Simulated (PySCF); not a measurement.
How the method changes the constants of AlCl⁺

State: ²Σ⁺ (doublet), unpaired electrons σ ↑. Set-up: Al pcseg-1, Cl pcseg-1; no relativity (PySCF 2.14). De refers to Al⁺ + Cl in their high-spin ground configurations, without counterpoise correction. The functionals are run spin-unrestricted. A positive dipole points towards Cl; it is taken about the centre of mass and depends on that origin.

```csv
Level,Re (Å),ωe (cm⁻¹),De (eV),μ (D)
UHF,2.020,625,1.17,-6.42
UHF-MP2,2.026,621,1.74,n/a
UHF-SCS-MP2,2.029,614,1.52,n/a
UHF-CCSD,2.032,603,1.32,n/a
UHF-CCSD(T),2.035,598,1.41,n/a
PBE,2.055,560,1.98,-5.60
PBEsol,2.044,574,2.22,-5.59
TPSS,2.050,569,2.03,-5.65
r²SCAN,2.031,598,2.23,-5.81
PBE0,2.033,590,1.89,-5.83
MN15,2.024,599,1.80,-6.05
LC-ωPBE,2.014,622,1.86,-5.97
```

Which functional lies closest to UHF-CCSD(T) in De, which farthest, and by how much do they differ from it?

Closest is MN15 (-1.1 pm in Re, +0.2 % in ωe, +0.39 eV in De against UHF-CCSD(T) in the same basis), farthest r²SCAN (-0.4 pm in Re, +0.0 % in ωe, +0.82 eV in De). CCSD(T) converges more slowly with the basis than the functionals do and binds too weakly in this one, so the order can change at the basis-set limit.

What does second-order correlation do here, going from UHF to UHF-MP2?

UHF-MP2 less UHF: +0.6 pm in Re, -0.6 % in ωe, +0.57 eV in De. Correlation nearly always deepens the well. The bond lengthens, as in strong covalent bonds, where excitations into antibonding orbitals dominate.

What does all correlation do here, going from UHF to UHF-CCSD(T)?

UHF-CCSD(T) less UHF: +1.5 pm in Re, -4.3 % in ωe, +0.24 eV in De. Correlation nearly always deepens the well. The bond lengthens, as in strong covalent bonds, where excitations into antibonding orbitals dominate.

Correlated steps freeze 10 core orbitals. Correlated levels converge slowly with the basis: in double zeta they bind strong bonds too weakly, by up to about 1 eV, and carry superposition errors of some tenths. For an ion De counts to the pair picked by the measured ionisation energies or electron affinities, which need not be the lowest pair at this level. The state is the lowest determinant that a PBE0 search found; another state may lie lower at other levels.
